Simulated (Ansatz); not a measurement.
Start from `C=C/C=C\F` and change one atom or group (the configuration at the double bond changes too) to get `F/C=C/Cl`.

Ansatz, PBE0-D4/def2-TZVP geometries, multiplicity 1. Each molecule was computed in one conformer, which needn't be the lowest.

```
                                      property  `C=C/C=C\F`
         HOMO–LUMO gap (B3LYP/def2-TZVPP) / eV         5.48
           HOMO energy (B3LYP/def2-TZVPP) / eV        -6.56
       HOMO–LUMO gap (ωB97M-V/def2-TZVPP) / eV        10.08
         HOMO energy (ωB97M-V/def2-TZVPP) / eV        -8.86
            LUMO energy (PBE0/def2-TZVPP) / eV        -0.86
size of the dipole moment (PBE/def2-TZVPP) / D         1.09
```

Task: What does the change do to each property? (An estimate is asked.)

Result: The calculation gave: 
```json
{"property": "HOMO–LUMO gap (B3LYP/def2-TZVPP) / eV", "`F/C=C/Cl`": "6.75", "shift": "1.27"}
{"property": "HOMO energy (B3LYP/def2-TZVPP) / eV", "`F/C=C/Cl`": "-7.20", "shift": "-0.64"}
{"property": "HOMO–LUMO gap (ωB97M-V/def2-TZVPP) / eV", "`F/C=C/Cl`": "11.62", "shift": "1.54"}
{"property": "HOMO energy (ωB97M-V/def2-TZVPP) / eV", "`F/C=C/Cl`": "-9.62", "shift": "-0.76"}
{"property": "LUMO energy (PBE0/def2-TZVPP) / eV", "`F/C=C/Cl`": "-0.18", "shift": "0.68"}
{"property": "size of the dipole moment (PBE/def2-TZVPP) / D", "`F/C=C/Cl`": "0.15", "shift": "-0.94"}
```

With PBE0 the HOMO falls by 0.66 eV and the LUMO rises by 0.68 eV, so the gap widens by about 1.34 eV. PBE moves the HOMO by -0.45 eV and ωB97M-V by -0.76 eV. Dipoles are sizes alone; their direction can turn.

B3LYP here is the variant with VWN-RPA as its local correlation; programs differ in this.
